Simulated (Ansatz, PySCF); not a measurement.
Molecule: AlCl$_{3}$, net charge 0, singlet state. SMILES: [Cl][Al]([Cl])[Cl]
Geometry from a B3LYP-D3(BJ)/def2-TZVP (Ansatz, a first-principles code) optimisation:
```
Al
Cl 1 2.0764
Cl 1 2.0764 2 120.00
Cl 1 2.0764 2 120.00 3 -180.00
```


Property: enthalpy of formation at 298 K (from the atomisation energy, B3LYP-D3(BJ)/def2-TZVP harmonic zero-point and thermal terms from PySCF, and the atoms' enthalpies of formation in the G2/97 table; no spin-orbit terms, and no core term in the frozen-core levels), in kcal/mol. Cores are frozen in the correlated levels unless marked. UHF or UKS for open shells. No spin-orbit coupling. Non-relativistic. The coupled-cluster limit lacks core correlation, which all-electron functionals hold. CBS(X,Y): correlation extrapolated as X^-3; Hartree-Fock from the larger set.

Measured: -139.7 kcal/mol (G2/97 table in ASE (Curtiss et al.)); it holds spin-orbit and relativistic effects, which these rows lack, and core correlation, which the frozen-core levels lack. This is an older compilation, not checked against later work.

```csv
level,program,enthalpy of formation at 298 K (kcal/mol),error against measurement
PBE-D3(BJ)/def2-TZVPD,Ansatz + dftd3,-142.6,-2.9
BLYP/def2-TZVPD,Ansatz,-123.0,16.7
r2SCANh/def2-TZVPD,Ansatz,-145.2,-5.5
HSE06-D4/def2-TZVPD,Ansatz + dftd4,-141.6,-1.9
MP2/cc-pV(T+d)Z,Ansatz,-149.0,-9.3
"RI-MP2/CBS(aug-cc-pV(T+d)Z,aug-cc-pV(Q+d)Z)",Ansatz,-163.0,-23.3
SCS-MP2/cc-pV(D+d)Z,Ansatz,-118.4,21.3
CCSD/STO-3G,Ansatz,-182.5,-42.8
CCSD/6-31G*,Ansatz,-108.4,31.3
"CCSD(T)/CBS(cc-pV(T+d)Z,cc-pV(Q+d)Z)",Ansatz,-147.3,-7.6
```
